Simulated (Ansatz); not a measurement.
Species, as SMILES: C=O (CH2-O).
Atoms: O1, C2, H3, H4. Bonds: O1-C2, C2-H3, C2-H4.

Basis-set convergence of the highest harmonic wavenumber at PBE with Ansatz (a program for electronic structure). Each level at its own minimum, finite differences of forces, unscaled; the reference is a large set that could be run, not a limit. Cartesian d functions, on some or all atoms, in 6-31G**; all else is spherical. The program fits the integrals of some runs and decomposes those of others, by size. Core-valence sets carry the plain set on hydrogen. No added dispersion term, no relativity. Reference: the value in aug-pcseg-2, 2842 cm⁻¹, itself unsure by roughly 3 cm⁻¹ (its mean distance from aug-cc-pVTZ, def2-TZVPPD). Deviations are taken from unrounded values.

| basis | functions | highest harmonic wavenumber (cm⁻¹) | minus reference (cm⁻¹) |
|---|---|---|---|
| 3-21G | 22 | 2835 | -7 |
| 6-31G | 22 | 2924 | 82 |
| pcseg-0 | 22 | 2861 | 19 |
| def2-SVP | 38 | 2821 | -21 |
| 6-31G** | 40 | 2848 | 7 |
| 6-311G** | 48 | 2814 | -28 |
| aug-cc-pVDZ | 64 | 2859 | 17 |
| 6-311++G(2d,2p) | 74 | 2845 | 3 |
| def2-TZVP | 74 | 2835 | -7 |
| def2-TZVPP | 90 | 2837 | -5 |
| def2-TZVPD | 95 | 2840 | -2 |
| cc-pCVTZ | 114 | 2820 | -22 |
| aug-cc-pVTZ | 138 | 2837 | -5 |
